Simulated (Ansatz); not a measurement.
# C4H5F: small, medium and large basis sets

The task here is to estimate one member of a computed series from the others.

The runs use Ansatz 0.2.0, Gaussian basis; one geometry, several basis sets.

Plan: PBE0-D4/def2-SVP; ωB97M-V/def2-SVP; PBE0-D4/def2-QZVPP; ωB97M-V/def2-QZVPP; the functionals' def2-TZVPP values are taken from earlier runs.

### Structure used throughout

An earlier PBE0-D4 in a triple-zeta def2 set relaxation fixed the geometry.

SMILES `CC1=CC1F`, 10 atoms, charge 0, spin multiplicity 1.

Atoms are counted from 1 here; the program's logs count them from 0.

Bond lengths: C1–C2 1.468 Å, C1–H6 1.093 Å, C1–H7 1.093 Å, C1–H8 1.091 Å, C2–C3 1.303 Å, C2–C4 1.460 Å, C3–C4 1.456 Å, C3–H9 1.078 Å, C4–F5 1.394 Å, C4–H10 1.088 Å. Angles: C2–C1–H6 109.8°, C2–C1–H7 110.4°, C2–C1–H8 111.7°, H6–C1–H7 107.0°, H6–C1–H8 108.8°, H7–C1–H8 109.0°, C1–C2–C3 151.4°, C1–C2–C4 145.3°, C3–C2–C4 63.3°, C2–C3–C4 63.6°, C2–C3–H9 149.7°, C4–C3–H9 146.6°, C2–C4–C3 53.1°, C2–C4–F5 118.2°, C2–C4–H10 125.2°, C3–C4–F5 118.6°, C3–C4–H10 125.1°, F5–C4–H10 107.8°.

Geometry (Å):

```mol
C4H5F
  3D, bonds by distance, orders not assigned

 10 10  0  0  0  0  0  0  0  0999 V2000
   -1.1922   -0.8092   -0.3532 C   0  0
    0.0374   -0.1461    0.0972 C   0  0
    1.0073    0.0049    0.9539 C   0  0
    0.9912    0.9261   -0.1740 C   0  0
    0.5838    2.2410    0.0431 F   0  0
   -2.0061   -0.0815   -0.4071 H   0  0
   -1.0594   -1.2151   -1.3597 H   0  0
   -1.4855   -1.6157    0.3199 H   0  0
    1.4929   -0.2875    1.8705 H   0  0
    1.7137    0.9319   -0.9877 H   0  0
  1  2  8  0
  2  3  8  0
  3  4  8  0
  4  5  8  0
  1  6  8  0
  1  7  8  0
  1  8  8  0
  3  9  8  0
  4 10  8  0
  2  4  8  0
M  END
```

The first run:

File in.yaml:

```yaml
crystal:
  periodic: [false, false, false]
  atoms:
    - {symbol: C, position_ang: [-1.192206, -0.809173, -0.353195]}
    - {symbol: C, position_ang: [0.037450, -0.146148, 0.097157]}
    - {symbol: C, position_ang: [1.007282, 0.004915, 0.953891]}
    - {symbol: C, position_ang: [0.991182, 0.926134, -0.174037]}
    - {symbol: F, position_ang: [0.583823, 2.241033, 0.043066]}
    - {symbol: H, position_ang: [-2.006090, -0.081539, -0.407082]}
    - {symbol: H, position_ang: [-1.059356, -1.215137, -1.359687]}
    - {symbol: H, position_ang: [-1.485459, -1.615728, 0.319940]}
    - {symbol: H, position_ang: [1.492901, -0.287549, 1.870524]}
    - {symbol: H, position_ang: [1.713674, 0.931892, -0.987678]}
basis:
  gaussian: {orbitals: def2-SVP}
hamiltonian: {xc: pbe0, dispersion: d4}
output: {orbitals: {seedname: orbitals}}
```

On the command line:

```bash
$ ansatz run in.yaml --threads 2 --pin off --events-out ev --progress --plain --max-ram 4352MiB
```

Steps of the session up to this table: PBE0-D4 in def2-SVP; ωB97M-V in def2-SVP; PBE0-D4 in def2-QZVPP; ωB97M-V in def2-QZVPP.

One of the session's tables, all rows but one given; the rest of the session is left out.

| functional | basis | HOMO (eV) | LUMO (eV) |
| --- | --- | --- | --- |
| PBE0-D4 | def2-SVP | ? | ? |
| PBE0-D4 | def2-TZVPP | -7.98 | 0.09 |
| PBE0-D4 | def2-QZVPP | -8.00 | 0.01 |
| ωB97M-V | def2-SVP | -10.14 | 2.51 |
| ωB97M-V | def2-TZVPP | -10.20 | 2.26 |
| ωB97M-V | def2-QZVPP | -10.23 | 1.84 |

Q: Estimate the row for PBE0-D4, def2-SVP from the others.

As computed: HOMO (eV): -7.92; LUMO (eV): 0.25. In the column «HOMO (eV)» it is the highest.
